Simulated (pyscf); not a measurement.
cyclic H₈Si₅ (SMILES [SiH]1=[SiH][SiH2][SiH2][SiH2]1) + hydrogen (H₂) → cyclic H₁₀Si₅ (SMILES [SiH2]1[SiH2][SiH2][SiH2][SiH2]1) (addition across a multiple bond or ene-type step; singlet surface; H–H broken, H–Si, H–Si formed). Single points on ωB97X-D3(BJ)/def2-SVP structures (PySCF, gas phase). Rate constants from transition-state theory at the high-pressure limit, ωB97M-D3(BJ)/def2-TZVP energies (ideal gas, 1 atm, RRHO with modes under 100 cm⁻¹ raised to 100, one conformer, R ln 2 for rigid chiral ones; no tunnelling), k in cm³ molecule⁻¹ s⁻¹.

```
T (K)  1000/T  log10 k
-----  ------  -------
298     3.354   -31.89
600     1.667   -21.87
900     1.111   -18.51
1200    0.833        ?
```

Task: Fit an Arrhenius line to the three values, give the activation energy, and predict k at 1200 K.

Result: Least squares gives log10 k = -11.91 − 5.96 × 1000/T, so Ea = 5.96 × ln 10 × 1.987 = 27.3 kcal/mol, against an electronic barrier of 25.8. At 1200 K the line gives -16.88; the computed value is -16.75 (ΔG‡ = 62.4 kcal/mol), a factor 1.3 over the line, since the plot is curved. At the saddle there is also a short H–Si contact that neither side keeps. One saddle was located; it need not be the lowest between these sides.
